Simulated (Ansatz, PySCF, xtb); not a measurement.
Bonds broken one at a time in the series allyl-X. All species are isolated molecules in the gas phase. One relaxed conformer stands for each flexible species; it need not be the lowest. Strings in code marks are SMILES.

Quantity: homolytic bond dissociation enthalpy at 298 K (no spin–orbit term), in kcal/mol. Enthalpy corrections at 298 K come from GFN2-xTB frequencies (xtb).

Level 1: PBE0-D4/def2-TZVP (PySCF)
Level 2: PBE/6-31G* // PBE0-D4/def2-TZVP (PySCF)
Level 3: SVWN5/6-31G* // PBE0-D4/def2-TZVP (PySCF)
Level 4: HF/cc-pVTZ // PBE0-D4/def2-TZVP (Ansatz, a quantum-chemistry and plane-wave program)

| species | level 1 | level 2 | level 3 | level 4 |
|---|---|---|---|---|
| C–C bond of `C=CCC=O` (C–C–C–C torsion -120°, C–C–C–O torsion 132°), giving `[CH2]C=C` and `[CH]=O` | 66.5 | 67.7 | 83.6 | 41.1 |
| C–O bond of `C=CCOC` (C–C–C–O torsion -130°, C–C–O–C torsion -177°), giving `C[O]` and `[CH2]C=C` | 63.8 | 66.0 | 86.1 | 29.3 |
| C–Ge bond of `C=C[CH2][GeH3]` (C–C–C–Ge torsion 107°), giving `[CH2]C=C` and `[GeH3]` | 59.3 | 57.7 | 71.8 | 31.8 |
